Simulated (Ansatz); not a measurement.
# SiH₅ (doublet): B2PLYP, RPA-PBE over a scan of the distance Si1–H5 along a hydrogen transfer, cc-pVTZ

How well do these functionals follow the top wave-function level for SiH₅ (doublet) over a scan of the distance Si1–H5 along a hydrogen transfer?

Program: Ansatz 0.2.0, Gaussian basis. Level of theory: cc-pVTZ, all electrons in the functionals, frozen cores in the correlation of double hybrids and RPA. These are calculated values, not measurements.

To be run: B2PLYP, RPA-PBE, at 1.485 Å; 1.575 Å; 1.755 Å; 1.935 Å; 2.115 Å.

### 1 The geometry

The geometry derives from fragments relaxed apart (PBE0/def2-TZVP) and kept rigid, so it is no stationary point. A hydrogen atom is moved between rigid fragments.

6 atoms, charge 0, spin multiplicity 2.

Atoms are counted from 1 here; the program's logs count them from 0.

Bond lengths: Si1–H2 1.485 Å, Si1–H3 1.485 Å, Si1–H4 1.485 Å, Si1–H5 1.485 Å. Angles: H2–Si1–H3 109.5°, H2–Si1–H4 109.5°, H2–Si1–H5 109.5°, H3–Si1–H4 109.5°, H3–Si1–H5 109.5°, H4–Si1–H5 109.5°.

No dispersion term is added.

The geometry shown and the zero of energy belong to the point 1.485 Å. The yardstick, UCCSDT(Q), and other wave-function levels (R restricted, U unrestricted, valence and pair active spaces) come from earlier runs.

### 2 B2PLYP, 1.485 Å

File in.yaml:

```yaml
crystal:
  periodic: [false, false, false]
  atoms:
    - {symbol: Si, position_ang: [-0.087025, 0.000000, 0.000000]}
    - {symbol: H, position_ang: [-0.581896, 1.399708, 0.000000]}
    - {symbol: H, position_ang: [-0.581896, -0.699854, 1.212183]}
    - {symbol: H, position_ang: [-0.581896, -0.699854, -1.212183]}
    - {symbol: H, position_ang: [1.397590, 0.000000, 0.000000]}
    - {symbol: H, position_ang: [2.772975, 0.000000, 0.000000]}
basis:
  gaussian: {orbitals: cc-pVTZ}
magnetization: {spin_polarized: true, initial_magnetization: 1}
hamiltonian: {xc: {name: B2PLYP}}
correlation: {electrons: outside_noble_gas}
```

Launch:

```bash
$ ansatz run in.yaml --threads 2 --pin off --events-out ev --progress --plain --max-ram 24576MiB --backend cuda --devices 0, --max-vram 18GiB
```

The log of the run:

```text
Functional definition: B2PLYP
  name "B2PLYP"
  cite "Grimme, J. Chem. Phys. 124, 034108 (2006) doi:10.1063/1.2148954"
  cite "Becke, Phys. Rev. A 38, 3098 (1988) doi:10.1103/PhysRevA.38.3098"
  cite "Lee, Yang & Parr, Phys. Rev. B 37, 785 (1988) doi:10.1103/PhysRevB.37.785"
  parameter a = 0.53
  parameter c = 0.27
  exchange = (1 - a)*b88_x + a*exact_x
  correlation = (1 - c)*lyp_c + c*(mp2_os + mp2_ss)
573 factors; integrals over basis functions are off by at most 1.1e-3 eV
mean field evaluation 1: about -7950.8174 eV, gradient 5.5e0 eV
mean field evaluation 2: about -7950.8577 eV, gradient 5.6e0 eV
mean field evaluation 4: about -7951.2997 eV, gradient 8.2e-1 eV
mean field evaluation 8: about -7951.3079 eV, gradient 1.8e-2 eV
mean field evaluation 16: about -7951.3079 eV, gradient 8.3e-6 eV
mean field -7951.30788829 eV, -292.2051753046 hartree, gradient 8.9e-6 eV, S^2 0.755319; 0 other end points of the search recorded, 0 dependent functions left out
5 core orbitals not correlated: weight in the atoms' cores, before any rotation towards them, 1.000 or more for the frozen orbitals, at most 0.000 for the correlated occupied ones
reference -7951.30803213 eV, -292.2051805907 hartree; 5, 4 occupied and 94, 95 virtual orbitals, 573 factors
second order -4.99966307 eV of doubles, -0.00000000 eV of singles
Total energy: -7952.65794116 eV, -292.2547888325 hartree
```

Wall time 15 s (1 × H100 (card shared with other runs) with 2 threads of AMD EPYC 7R13, shared host); peak host memory 0.77 GiB.

From the report: ⟨S²⟩ of the determinant 0.755 (pure doublet: 0.75).

### 3 B2PLYP, 1.575 Å

File in.yaml:

```yaml
crystal:
  periodic: [false, false, false]
  atoms:
    - {symbol: Si, position_ang: [-0.089775, 0.000000, 0.000000]}
    - {symbol: H, position_ang: [-0.584647, 1.399708, 0.000000]}
    - {symbol: H, position_ang: [-0.584646, -0.699854, 1.212183]}
    - {symbol: H, position_ang: [-0.584647, -0.699854, -1.212183]}
    - {symbol: H, position_ang: [1.485225, 0.000000, 0.000000]}
    - {symbol: H, position_ang: [2.770225, 0.000000, 0.000000]}
basis:
  gaussian: {orbitals: cc-pVTZ}
magnetization: {spin_polarized: true, initial_magnetization: 1}
hamiltonian: {xc: {name: B2PLYP}}
correlation: {electrons: outside_noble_gas}
```

Same command.

The log of the run, shortened:

```text
Functional definition: B2PLYP
  name "B2PLYP"
  cite "Grimme, J. Chem. Phys. 124, 034108 (2006) doi:10.1063/1.2148954"
  cite "Becke, Phys. Rev. A 38, 3098 (1988) doi:10.1103/PhysRevA.38.3098"
  cite "Lee, Yang & Parr, Phys. Rev. B 37, 785 (1988) doi:10.1103/PhysRevB.37.785"
[...]
573 factors; integrals over basis functions are off by at most 1.1e-3 eV
[...]
mean field -7951.28553922 eV, -292.2043539915 hartree, gradient 9.6e-6 eV, S^2 0.759102; 0 other end points of the search recorded, 0 dependent functions left out
5 core orbitals not correlated: weight in the atoms' cores, before any rotation towards them, 1.000 or more for the frozen orbitals, at most 0.000 for the correlated occupied ones
reference -7951.28568372 eV, -292.2043593016 hartree; 5, 4 occupied and 94, 95 virtual orbitals, 573 factors
second order -5.06303495 eV of doubles, -0.00000000 eV of singles
Total energy: -7952.65270315 eV, -292.2545963393 hartree
```

Wall time 6 s (1 × H100 (card shared with other runs) with 2 threads of AMD EPYC 7R13, shared host); peak host memory 0.77 GiB.

From the report: ⟨S²⟩ of the determinant 0.759 (pure doublet: 0.75).

From 1.485 Å: +0.005 eV.

### 4 B2PLYP, 1.755 Å

File in.yaml:

```yaml
crystal:
  periodic: [false, false, false]
  atoms:
    - {symbol: Si, position_ang: [-0.095252, 0.000000, 0.000000]}
    - {symbol: H, position_ang: [-0.590124, 1.399708, 0.000000]}
    - {symbol: H, position_ang: [-0.590123, -0.699854, 1.212183]}
    - {symbol: H, position_ang: [-0.590124, -0.699854, -1.212183]}
    - {symbol: H, position_ang: [1.659748, 0.000000, 0.000000]}
    - {symbol: H, position_ang: [2.764748, 0.000000, 0.000000]}
basis:
  gaussian: {orbitals: cc-pVTZ}
magnetization: {spin_polarized: true, initial_magnetization: 1}
hamiltonian: {xc: {name: B2PLYP}}
correlation: {electrons: outside_noble_gas}
```

Same command.

The log of the run, shortened:

```text
Functional definition: B2PLYP
  name "B2PLYP"
  cite "Grimme, J. Chem. Phys. 124, 034108 (2006) doi:10.1063/1.2148954"
  cite "Becke, Phys. Rev. A 38, 3098 (1988) doi:10.1103/PhysRevA.38.3098"
  cite "Lee, Yang & Parr, Phys. Rev. B 37, 785 (1988) doi:10.1103/PhysRevB.37.785"
[...]
575 factors; integrals over basis functions are off by at most 1.3e-3 eV
[...]
mean field -7951.21800476 eV, -292.2018721456 hartree, gradient 5.3e-6 eV, S^2 0.769229; 0 other end points of the search recorded, 0 dependent functions left out
5 core orbitals not correlated: weight in the atoms' cores, before any rotation towards them, 1.000 or more for the frozen orbitals, at most 0.000 for the correlated occupied ones
reference -7951.21814959 eV, -292.2018774681 hartree; 5, 4 occupied and 94, 95 virtual orbitals, 575 factors
second order -5.19386208 eV of doubles, -0.00000000 eV of singles
Total energy: -7952.62049235 eV, -292.2534126140 hartree
```

Wall time 4.2 s (1 × H100 (card shared with other runs) with 2 threads of AMD EPYC 7R13, shared host); peak host memory 0.77 GiB.

From the report: ⟨S²⟩ of the determinant 0.769 (pure doublet: 0.75).

From 1.485 Å: +0.037 eV.

### 5 B2PLYP, 1.935 Å

File in.yaml:

```yaml
crystal:
  periodic: [false, false, false]
  atoms:
    - {symbol: Si, position_ang: [-0.100729, 0.000000, 0.000000]}
    - {symbol: H, position_ang: [-0.595601, 1.399708, 0.000000]}
    - {symbol: H, position_ang: [-0.595600, -0.699854, 1.212183]}
    - {symbol: H, position_ang: [-0.595601, -0.699854, -1.212183]}
    - {symbol: H, position_ang: [1.834271, 0.000000, 0.000000]}
    - {symbol: H, position_ang: [2.759271, 0.000000, 0.000000]}
basis:
  gaussian: {orbitals: cc-pVTZ}
magnetization: {spin_polarized: true, initial_magnetization: 1}
hamiltonian: {xc: {name: B2PLYP}}
correlation: {electrons: outside_noble_gas}
```

Launched as before.

The log of the run, shortened:

```text
Functional definition: B2PLYP
  name "B2PLYP"
  cite "Grimme, J. Chem. Phys. 124, 034108 (2006) doi:10.1063/1.2148954"
  cite "Becke, Phys. Rev. A 38, 3098 (1988) doi:10.1103/PhysRevA.38.3098"
  cite "Lee, Yang & Parr, Phys. Rev. B 37, 785 (1988) doi:10.1103/PhysRevB.37.785"
[...]
575 factors; integrals over basis functions are off by at most 1.0e-3 eV
[...]
mean field -7951.43633739 eV, -292.2098957220 hartree, gradient 1.0e-5 eV, S^2 0.764606; 0 other end points of the search recorded, 0 dependent functions left out
5 core orbitals not correlated: weight in the atoms' cores, before any rotation towards them, 1.000 or more for the frozen orbitals, at most 0.000 for the correlated occupied ones
reference -7951.43648368 eV, -292.2099010979 hartree; 5, 4 occupied and 94, 95 virtual orbitals, 575 factors
second order -5.24053464 eV of doubles, -0.00000000 eV of singles
Total energy: -7952.85142803 eV, -292.2618993438 hartree
```

Wall time 5.5 s (1 × H100 (card shared with other runs) with 2 threads of AMD EPYC 7R13, shared host); peak host memory 0.77 GiB.

From the report: ⟨S²⟩ of the determinant 0.765 (pure doublet: 0.75).

From 1.485 Å: -0.193 eV.

### 6 B2PLYP, 2.115 Å

File in.yaml:

```yaml
crystal:
  periodic: [false, false, false]
  atoms:
    - {symbol: Si, position_ang: [-0.106206, 0.000000, 0.000000]}
    - {symbol: H, position_ang: [-0.601078, 1.399708, 0.000000]}
    - {symbol: H, position_ang: [-0.601078, -0.699854, 1.212183]}
    - {symbol: H, position_ang: [-0.601078, -0.699854, -1.212183]}
    - {symbol: H, position_ang: [2.008794, 0.000000, 0.000000]}
    - {symbol: H, position_ang: [2.753794, 0.000000, 0.000000]}
basis:
  gaussian: {orbitals: cc-pVTZ}
magnetization: {spin_polarized: true, initial_magnetization: 1}
hamiltonian: {xc: {name: B2PLYP}}
correlation: {electrons: outside_noble_gas}
```

Same command.

The log of the run, shortened:

```text
Functional definition: B2PLYP
  name "B2PLYP"
  cite "Grimme, J. Chem. Phys. 124, 034108 (2006) doi:10.1063/1.2148954"
  cite "Becke, Phys. Rev. A 38, 3098 (1988) doi:10.1103/PhysRevA.38.3098"
  cite "Lee, Yang & Parr, Phys. Rev. B 37, 785 (1988) doi:10.1103/PhysRevB.37.785"
[...]
570 factors; integrals over basis functions are off by at most 1.2e-3 eV
[...]
mean field -7951.70133817 eV, -292.2196343211 hartree, gradient 3.2e-6 eV, S^2 0.755763; 0 other end points of the search recorded, 0 dependent functions left out
5 core orbitals not correlated: weight in the atoms' cores, before any rotation towards them, 1.000 or more for the frozen orbitals, at most 0.000 for the correlated occupied ones
reference -7951.70149167 eV, -292.2196399622 hartree; 5, 4 occupied and 94, 95 virtual orbitals, 570 factors
second order -5.16602111 eV of doubles, -0.00000000 eV of singles
Total energy: -7953.09631737 eV, -292.2708988612 hartree
```

It took 5.5 s on 1 × H100 (card shared with other runs) with 2 threads of AMD EPYC 7R13, shared host; peak host memory 0.76 GiB.

From the report: ⟨S²⟩ of the determinant 0.756 (pure doublet: 0.75).

From 1.485 Å: -0.438 eV.

### 7 RPA-PBE, 1.485 Å

File in.yaml:

```yaml
crystal:
  periodic: [false, false, false]
  atoms:
    - {symbol: Si, position_ang: [-0.087025, 0.000000, 0.000000]}
    - {symbol: H, position_ang: [-0.581896, 1.399708, 0.000000]}
    - {symbol: H, position_ang: [-0.581896, -0.699854, 1.212183]}
    - {symbol: H, position_ang: [-0.581896, -0.699854, -1.212183]}
    - {symbol: H, position_ang: [1.397590, 0.000000, 0.000000]}
    - {symbol: H, position_ang: [2.772975, 0.000000, 0.000000]}
basis:
  gaussian: {orbitals: cc-pVTZ}
magnetization: {spin_polarized: true, initial_magnetization: 1}
hamiltonian: {xc: {name: PBE}}
correlation: {method: rpa, electrons: outside_noble_gas}
```

Same command.

The log of the run, shortened:

```text
Functional definition: PBE
  name "PBE"
  cite "Perdew, Burke & Ernzerhof, Phys. Rev. Lett. 77, 3865 (1996) doi:10.1103/PhysRevLett.77.3865"
  parent pbe
[...]
573 factors; integrals over basis functions are off by at most 1.1e-3 eV
[...]
mean field -7951.70544311 eV, -292.2197851746 hartree, gradient 6.7e-6 eV, S^2 0.752794; 0 other end points of the search recorded, 0 dependent functions left out
5 core orbitals not correlated: weight in the atoms' cores, before any rotation towards them, 1.000 or more for the frozen orbitals, at most 0.000 for the correlated occupied ones
reference -7938.21019081 eV, -291.7238438003 hartree; 5, 4 occupied and 94, 95 virtual orbitals, 573 factors
Total energy: -7947.50032323 eV, -292.0652498695 hartree
```

Run time: 7 s. Hardware: 1 × H100 (card shared with other runs) with 2 threads of AMD EPYC 7R13, shared host; peak host memory 0.86 GiB.

From the report: ⟨S²⟩ of the determinant 0.753 (pure doublet: 0.75).

### 8 RPA-PBE, 1.575 Å

File in.yaml:

```yaml
crystal:
  periodic: [false, false, false]
  atoms:
    - {symbol: Si, position_ang: [-0.089775, 0.000000, 0.000000]}
    - {symbol: H, position_ang: [-0.584647, 1.399708, 0.000000]}
    - {symbol: H, position_ang: [-0.584646, -0.699854, 1.212183]}
    - {symbol: H, position_ang: [-0.584647, -0.699854, -1.212183]}
    - {symbol: H, position_ang: [1.485225, 0.000000, 0.000000]}
    - {symbol: H, position_ang: [2.770225, 0.000000, 0.000000]}
basis:
  gaussian: {orbitals: cc-pVTZ}
magnetization: {spin_polarized: true, initial_magnetization: 1}
hamiltonian: {xc: {name: PBE}}
correlation: {method: rpa, electrons: outside_noble_gas}
```

The command is unchanged.

The log of the run, shortened:

```text
Functional definition: PBE
  name "PBE"
  cite "Perdew, Burke & Ernzerhof, Phys. Rev. Lett. 77, 3865 (1996) doi:10.1103/PhysRevLett.77.3865"
  parent pbe
[...]
573 factors; integrals over basis functions are off by at most 1.1e-3 eV
[...]
mean field -7951.75823095 eV, -292.2217250922 hartree, gradient 7.2e-6 eV, S^2 0.754162; 0 other end points of the search recorded, 0 dependent functions left out
5 core orbitals not correlated: weight in the atoms' cores, before any rotation towards them, 1.000 or more for the frozen orbitals, at most 0.000 for the correlated occupied ones
reference -7938.10383940 eV, -291.7199354578 hartree; 5, 4 occupied and 94, 95 virtual orbitals, 573 factors
Total energy: -7947.48922324 eV, -292.0648419523 hartree
```

Wall time 6 s (1 × H100 (card shared with other runs) with 2 threads of AMD EPYC 7R13, shared host); peak host memory 0.86 GiB.

From the report: ⟨S²⟩ of the determinant 0.754 (pure doublet: 0.75).

From 1.485 Å: +0.011 eV.

### 9 RPA-PBE, 1.755 Å

File in.yaml:

```yaml
crystal:
  periodic: [false, false, false]
  atoms:
    - {symbol: Si, position_ang: [-0.095252, 0.000000, 0.000000]}
    - {symbol: H, position_ang: [-0.590124, 1.399708, 0.000000]}
    - {symbol: H, position_ang: [-0.590123, -0.699854, 1.212183]}
    - {symbol: H, position_ang: [-0.590124, -0.699854, -1.212183]}
    - {symbol: H, position_ang: [1.659748, 0.000000, 0.000000]}
    - {symbol: H, position_ang: [2.764748, 0.000000, 0.000000]}
basis:
  gaussian: {orbitals: cc-pVTZ}
magnetization: {spin_polarized: true, initial_magnetization: 1}
hamiltonian: {xc: {name: PBE}}
correlation: {method: rpa, electrons: outside_noble_gas}
```

Launched as before.

The log of the run, shortened:

```text
Functional definition: PBE
  name "PBE"
  cite "Perdew, Burke & Ernzerhof, Phys. Rev. Lett. 77, 3865 (1996) doi:10.1103/PhysRevLett.77.3865"
  parent pbe
[...]
575 factors; integrals over basis functions are off by at most 1.3e-3 eV
[...]
mean field -7951.82493449 eV, -292.2241764019 hartree, gradient 6.8e-6 eV, S^2 0.756623; 0 other end points of the search recorded, 0 dependent functions left out
5 core orbitals not correlated: weight in the atoms' cores, before any rotation towards them, 1.000 or more for the frozen orbitals, at most 0.000 for the correlated occupied ones
reference -7937.90452017 eV, -291.7126106114 hartree; 5, 4 occupied and 94, 95 virtual orbitals, 575 factors
Total energy: -7947.46999513 eV, -292.0641353324 hartree
```

Run time: 8.5 s. Hardware: 1 × H100 (card shared with other runs) with 2 threads of AMD EPYC 7R13, shared host; peak host memory 0.86 GiB.

From the report: ⟨S²⟩ of the determinant 0.757 (pure doublet: 0.75).

From 1.485 Å: +0.030 eV.

### 10 RPA-PBE, 1.935 Å

File in.yaml:

```yaml
crystal:
  periodic: [false, false, false]
  atoms:
    - {symbol: Si, position_ang: [-0.100729, 0.000000, 0.000000]}
    - {symbol: H, position_ang: [-0.595601, 1.399708, 0.000000]}
    - {symbol: H, position_ang: [-0.595600, -0.699854, 1.212183]}
    - {symbol: H, position_ang: [-0.595601, -0.699854, -1.212183]}
    - {symbol: H, position_ang: [1.834271, 0.000000, 0.000000]}
    - {symbol: H, position_ang: [2.759271, 0.000000, 0.000000]}
basis:
  gaussian: {orbitals: cc-pVTZ}
magnetization: {spin_polarized: true, initial_magnetization: 1}
hamiltonian: {xc: {name: PBE}}
correlation: {method: rpa, electrons: outside_noble_gas}
```

Launched as before.

The log of the run, shortened:

```text
Functional definition: PBE
  name "PBE"
  cite "Perdew, Burke & Ernzerhof, Phys. Rev. Lett. 77, 3865 (1996) doi:10.1103/PhysRevLett.77.3865"
  parent pbe
[...]
575 factors; integrals over basis functions are off by at most 1.0e-3 eV
[...]
mean field -7952.04795829 eV, -292.2323723756 hartree, gradient 3.6e-6 eV, S^2 0.755301; 0 other end points of the search recorded, 0 dependent functions left out
5 core orbitals not correlated: weight in the atoms' cores, before any rotation towards them, 1.000 or more for the frozen orbitals, at most 0.000 for the correlated occupied ones
reference -7938.14126325 eV, -291.7213107592 hartree; 5, 4 occupied and 94, 95 virtual orbitals, 575 factors
Total energy: -7947.72803376 eV, -292.0736180772 hartree
```

It took 7 s on 1 × H100 (card shared with other runs) with 2 threads of AMD EPYC 7R13, shared host; peak host memory 0.86 GiB.

From the report: ⟨S²⟩ of the determinant 0.755 (pure doublet: 0.75).

From 1.485 Å: -0.228 eV.

### 11 RPA-PBE, 2.115 Å

File in.yaml:

```yaml
crystal:
  periodic: [false, false, false]
  atoms:
    - {symbol: Si, position_ang: [-0.106206, 0.000000, 0.000000]}
    - {symbol: H, position_ang: [-0.601078, 1.399708, 0.000000]}
    - {symbol: H, position_ang: [-0.601078, -0.699854, 1.212183]}
    - {symbol: H, position_ang: [-0.601078, -0.699854, -1.212183]}
    - {symbol: H, position_ang: [2.008794, 0.000000, 0.000000]}
    - {symbol: H, position_ang: [2.753794, 0.000000, 0.000000]}
basis:
  gaussian: {orbitals: cc-pVTZ}
magnetization: {spin_polarized: true, initial_magnetization: 1}
hamiltonian: {xc: {name: PBE}}
correlation: {method: rpa, electrons: outside_noble_gas}
```

Launched as before.

The log of the run, shortened:

```text
Functional definition: PBE
  name "PBE"
  cite "Perdew, Burke & Ernzerhof, Phys. Rev. Lett. 77, 3865 (1996) doi:10.1103/PhysRevLett.77.3865"
  parent pbe
[...]
570 factors; integrals over basis functions are off by at most 1.2e-3 eV
[...]
mean field -7952.19172709 eV, -292.2376557813 hartree, gradient 2.9e-6 eV, S^2 0.753441; 0 other end points of the search recorded, 0 dependent functions left out
5 core orbitals not correlated: weight in the atoms' cores, before any rotation towards them, 1.000 or more for the frozen orbitals, at most 0.000 for the correlated occupied ones
reference -7938.52365556 eV, -291.7353634173 hartree; 5, 4 occupied and 94, 95 virtual orbitals, 570 factors
Total energy: -7947.99601240 eV, -292.0834661107 hartree
```

Run time: 6.5 s. Hardware: 1 × H100 (card shared with other runs) with 2 threads of AMD EPYC 7R13, shared host; peak host memory 0.86 GiB.

From the report: ⟨S²⟩ of the determinant 0.753 (pure doublet: 0.75).

From 1.485 Å: -0.496 eV.

### 12 The comparison

The yardstick is UCCSDT(Q), where the cluster series has nearly closed. It comes from earlier runs at the same points. Energies in eV, counted from 1.485 Å; blanks weren't run or aren't comparable.

| level | 1.485 Å | 1.575 Å | 1.755 Å | 1.935 Å | 2.115 Å |
| --- | --- | --- | --- | --- | --- |
| UCCSDT(Q) | 0.000 | 0.016 | 0.061 | -0.182 | -0.445 |
| B2PLYP | 0.000 | 0.005 | 0.037 | -0.193 | -0.438 |
| RPA-PBE | 0.000 | 0.011 | 0.030 | -0.228 | -0.496 |

Largest miss and mean time a point (UCCSDT(Q) took 20 s a point; shared hosts):

| level | largest miss (eV) | where | time a point |
| --- | --- | --- | --- |
| B2PLYP | -0.024 | 1.755 Å | 7.3 s |
| RPA-PBE | -0.051 | 2.115 Å | 7 s |

### 13 Summary of results

```
                   quantity                value
span of the UCCSDT(Q) curve             0.506 eV
       largest miss, B2PLYP  -0.024 eV (1.755 Å)
      largest miss, RPA-PBE  -0.051 eV (2.115 Å)
```

**Reading.** Of the functionals, B2PLYP keep the smallest largest miss at the points compared (at most 0.024 eV) and RPA-PBE strays most (0.051 eV, at 2.115 Å). Functionals and the yardstick converge differently with the basis, so part of each miss in cc-pVTZ is the basis.
